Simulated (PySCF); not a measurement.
# BH: field gradients at the nuclei

Aim: the electric field gradients and quadrupole couplings of BH at several levels. Each job file holds the settings and the coordinates that a driver script hands to the program.

Method: the levels named in each step, in PySCF 2.14.0, density-fitted response routines.

### 1 The starting structure

Bond lengths: B1–H2 1.165 Å.

As a file:

```xyz
2

B     0.0000    0.0000    0.0000
H     0.0000    0.0000    1.1650
```

### 2 Geometry, PBE0-D3(BJ)/def2-TZVP

Contents of job.txt:

```
{"job": {"xc": "PBE0", "basis": "def2-TZVP", "d3": "d3bj", "grid": 2, "kind": "geom"}, "charge": 0, "multiplicity": 1}
B      0.000000     0.000000     0.000000
H      0.000000     0.000000     1.165040
```

Log:

```text
step   0  E = -25.24553030  max force = 0.033131
step   1  E = -25.24770698  max force = 0.004415
step   2  E = -25.24775485  max force = 0.000766
step   3  E = -25.24775639  max force = 0.000025
optimisation converged
```

Run time: 2 s. Hardware: 1 thread of Arm Neoverse N1, shared host.

It ended at:

```xyz
2

B     0.0000    0.0000   -0.0379
H     0.0000    0.0000    1.2030
```

### 3 Field gradients, PBE0/pcJ-2

Contents of job.txt:

```
{"job": {"kind": "efgt", "xc": "PBE0", "basis": "pcJ-2"}, "charge": 0, "multiplicity": 1}
B     -0.000000    -0.000000    -0.037939
H      0.000000     0.000000     1.202979
```

Log:

```text
coarse grid: 1712 points
cycle   1  E = -25.2430515612  dE = -1.158e-01  |g| = 1.023e-01  |ddm| = 8.081e-01
cycle   2  E = -25.2457901697  dE = -2.739e-03  |g| = 3.156e-02  |ddm| = 1.316e-01
cycle   3  E = -25.2461334797  dE = -3.433e-04  |g| = 6.522e-03  |ddm| = 6.611e-02
cycle   4  E = -25.2461502945  dE = -1.681e-05  |g| = 6.802e-04  |ddm| = 1.301e-02
cycle   5  E = -25.2461504778  dE = -1.833e-07  |g| = 5.724e-05  |ddm| = 1.923e-03
final grid: 23856 points
cycle   6  E = -25.2485755400  dE = -1.684e-05  |g| = 1.304e-03  |ddm| = 4.908e-03
cycle   7  E = -25.2485757919  dE = -2.519e-07  |g| = 4.763e-04  |ddm| = 2.865e-03
cycle   8  E = -25.2485758773  dE = -8.542e-08  |g| = 8.279e-05  |ddm| = 1.068e-03
cycle   9  E = -25.2485758799  dE = -2.669e-09  |g| = 1.564e-06  |ddm| = 1.676e-04
cycle  10  E = -25.2485758799  dE = -1.496e-12  |g| = 1.442e-07  |ddm| = 4.020e-06
converged SCF energy = -25.2485758799

Field-gradient tensors (au): xx yy zz xy xz yz
  0 B     0.37327    0.37327   -0.74654   -0.00000    0.00000   -0.00000
  1 H    -0.07336   -0.07336    0.14672   -0.00000   -0.00000   -0.00000
```

Wall time 0.6 s (1 thread of Arm Neoverse N1, shared host).

### 4 Field gradients, PBE/def2-TZVPP

Contents of job.txt:

```
{"job": {"kind": "efgt", "xc": "PBE", "basis": "def2-TZVPP"}, "charge": 0, "multiplicity": 1}
B     -0.000000    -0.000000    -0.037939
H      0.000000     0.000000     1.202979
```

Log:

```text
coarse grid: 1712 points
cycle   1  E = -25.2370784105  dE = -8.244e-02  |g| = 9.278e-02  |ddm| = 8.581e-01
cycle   2  E = -25.2397083612  dE = -2.630e-03  |g| = 2.454e-02  |ddm| = 1.550e-01
cycle   3  E = -25.2398925141  dE = -1.842e-04  |g| = 5.188e-03  |ddm| = 3.340e-02
cycle   4  E = -25.2399049040  dE = -1.239e-05  |g| = 1.001e-03  |ddm| = 1.429e-02
cycle   5  E = -25.2399053466  dE = -4.426e-07  |g| = 4.048e-05  |ddm| = 2.003e-03
final grid: 23856 points
cycle   6  E = -25.2390583402  dE = -6.351e-06  |g| = 1.629e-03  |ddm| = 8.746e-03
cycle   7  E = -25.2390585761  dE = -2.359e-07  |g| = 1.337e-03  |ddm| = 5.969e-03
cycle   8  E = -25.2390593660  dE = -7.899e-07  |g| = 5.476e-05  |ddm| = 2.914e-03
cycle   9  E = -25.2390593673  dE = -1.312e-09  |g| = 2.823e-06  |ddm| = 1.071e-04
cycle  10  E = -25.2390593673  dE = -2.700e-12  |g| = 4.632e-07  |ddm| = 5.715e-06
converged SCF energy = -25.2390593673

Field-gradient tensors (au): xx yy zz xy xz yz
  0 B     0.38534    0.38534   -0.77067   -0.00000   -0.00000    0.00000
  1 H    -0.07479   -0.07479    0.14959   -0.00000    0.00000    0.00000
```

It took 0.6 s on 1 thread of Arm Neoverse N1, shared host.

### 5 Field gradients, B3LYP/def2-TZVPP

Contents of job.txt:

```
{"job": {"kind": "efgt", "xc": "B3LYP", "basis": "def2-TZVPP"}, "charge": 0, "multiplicity": 1}
B     -0.000000    -0.000000    -0.037939
H      0.000000     0.000000     1.202979
```

Log:

```text
coarse grid: 1712 points
cycle   1  E = -25.2972793195  dE = -1.117e-01  |g| = 9.764e-02  |ddm| = 8.600e-01
cycle   2  E = -25.3000278825  dE = -2.749e-03  |g| = 3.409e-02  |ddm| = 1.712e-01
cycle   3  E = -25.3004560919  dE = -4.282e-04  |g| = 7.566e-03  |ddm| = 7.019e-02
cycle   4  E = -25.3004811069  dE = -2.501e-05  |g| = 5.550e-04  |ddm| = 1.530e-02
cycle   5  E = -25.3004812453  dE = -1.383e-07  |g| = 3.259e-05  |ddm| = 1.440e-03
final grid: 23856 points
cycle   6  E = -25.2996429975  dE = -2.710e-06  |g| = 3.126e-04  |ddm| = 5.362e-03
cycle   7  E = -25.2996430303  dE = -3.284e-08  |g| = 6.896e-05  |ddm| = 5.909e-04
cycle   8  E = -25.2996430322  dE = -1.893e-09  |g| = 1.689e-05  |ddm| = 1.211e-04
cycle   9  E = -25.2996430323  dE = -1.209e-10  |g| = 4.545e-06  |ddm| = 4.440e-05
converged SCF energy = -25.2996430323

Field-gradient tensors (au): xx yy zz xy xz yz
  0 B     0.39282    0.39282   -0.78564   -0.00000    0.00000    0.00000
  1 H    -0.07315   -0.07315    0.14630   -0.00000    0.00000    0.00000
```

It took 0.4 s on 1 thread of Arm Neoverse N1, shared host.

### 6 Field gradients, CAM-B3LYP/def2-TZVPP

Contents of job.txt:

```
{"job": {"kind": "efgt", "xc": "CAM-B3LYP", "basis": "def2-TZVPP"}, "charge": 0, "multiplicity": 1}
B     -0.000000    -0.000000    -0.037939
H      0.000000     0.000000     1.202979
```

Log:

```text
coarse grid: 1712 points
cycle   1  E = -25.2671765546  dE = -1.493e-01  |g| = 1.157e-01  |ddm| = 8.582e-01
cycle   2  E = -25.2725307700  dE = -5.354e-03  |g| = 3.180e-02  |ddm| = 2.393e-01
cycle   3  E = -25.2729286564  dE = -3.979e-04  |g| = 5.772e-03  |ddm| = 5.575e-02
cycle   4  E = -25.2729513323  dE = -2.268e-05  |g| = 9.290e-04  |ddm| = 1.780e-02
cycle   5  E = -25.2729525080  dE = -1.176e-06  |g| = 1.398e-04  |ddm| = 5.457e-03
final grid: 23856 points
cycle   6  E = -25.2720624498  dE = -1.985e-06  |g| = 3.599e-04  |ddm| = 4.623e-03
cycle   7  E = -25.2720624935  dE = -4.378e-08  |g| = 7.002e-05  |ddm| = 5.203e-04
cycle   8  E = -25.2720624958  dE = -2.255e-09  |g| = 1.966e-05  |ddm| = 1.525e-04
cycle   9  E = -25.2720624960  dE = -1.835e-10  |g| = 2.492e-06  |ddm| = 3.009e-05
converged SCF energy = -25.2720624960

Field-gradient tensors (au): xx yy zz xy xz yz
  0 B     0.39389    0.39389   -0.78778   -0.00000    0.00000    0.00000
  1 H    -0.07404   -0.07404    0.14808    0.00000    0.00000    0.00000
```

Wall time 0.4 s (1 thread of Arm Neoverse N1, shared host).

### 7 Field gradients, HF/def2-TZVPP

Contents of job.txt:

```
{"job": {"kind": "efgt", "xc": "HF", "basis": "def2-TZVPP"}, "charge": 0, "multiplicity": 1}
B     -0.000000    -0.000000    -0.037939
H      0.000000     0.000000     1.202979
```

Log:

```text
final grid: 23856 points
cycle   1  E = -25.1129033129  dE = -2.079e-01  |g| = 1.674e-01  |ddm| = 8.999e-01
cycle   2  E = -25.1288686109  dE = -1.597e-02  |g| = 4.229e-02  |ddm| = 3.596e-01
cycle   3  E = -25.1301323095  dE = -1.264e-03  |g| = 1.321e-02  |ddm| = 9.680e-02
cycle   4  E = -25.1303112323  dE = -1.789e-04  |g| = 1.936e-03  |ddm| = 4.751e-02
cycle   5  E = -25.1303164817  dE = -5.249e-06  |g| = 3.397e-04  |ddm| = 1.038e-02
cycle   6  E = -25.1303166481  dE = -1.664e-07  |g| = 5.062e-05  |ddm| = 2.617e-03
cycle   7  E = -25.1303166502  dE = -2.080e-09  |g| = 4.647e-06  |ddm| = 3.409e-04
cycle   8  E = -25.1303166502  dE = -1.227e-11  |g| = 6.007e-07  |ddm| = 1.180e-05
converged SCF energy = -25.1303166502

Field-gradient tensors (au): xx yy zz xy xz yz
  0 B     0.36874    0.36874   -0.73748   -0.00000    0.00000    0.00000
  1 H    -0.07751   -0.07751    0.15501   -0.00000    0.00000    0.00000
```

It took 0.1 s on 1 thread of Arm Neoverse N1, shared host.

### 8 The levels side by side

Largest principal value Vzz, in atomic units:

```csv
atom,PBE0/pcJ-2,PBE/def2-TZVPP,B3LYP/def2-TZVPP,CAM-B3LYP/def2-TZVPP,HF/def2-TZVPP
B1,-0.7465,-0.7707,-0.7856,-0.7878,-0.7375
H2,0.1467,0.1496,0.1463,0.1481,0.1550
CPU time,0.6 s,0.6 s,0.4 s,0.4 s,0.1 s
```

Couplings eQVzz/h in MHz (234.9647 × Q in barn × Vzz), with Q = 0.04059 (11B), 0.00285783 (2H):

```csv
nucleus,PBE0/pcJ-2,PBE/def2-TZVPP,B3LYP/def2-TZVPP,CAM-B3LYP/def2-TZVPP,HF/def2-TZVPP
11B (atom 1),-7.120,-7.350,-7.493,-7.513,-7.033
2H (atom 2),0.099,0.100,0.098,0.099,0.104
```

### 9 What came out

```
                            quantity       value
coupling of 11B (atom 1), PBE0/pcJ-2  -7.120 MHz
 coupling of 2H (atom 2), PBE0/pcJ-2   0.099 MHz
```

**Reading.** The largest coupling, that of 11B, runs from -7.513 (CAM-B3LYP/def2-TZVPP) to -7.033 MHz (HF/def2-TZVPP). The gradients are non-relativistic, at the equilibrium geometry and in principal axes; measured couplings hold vibrational averaging and refer to the inertial axes. The def2 sets are stiff near the nuclei, which limits their accuracy.
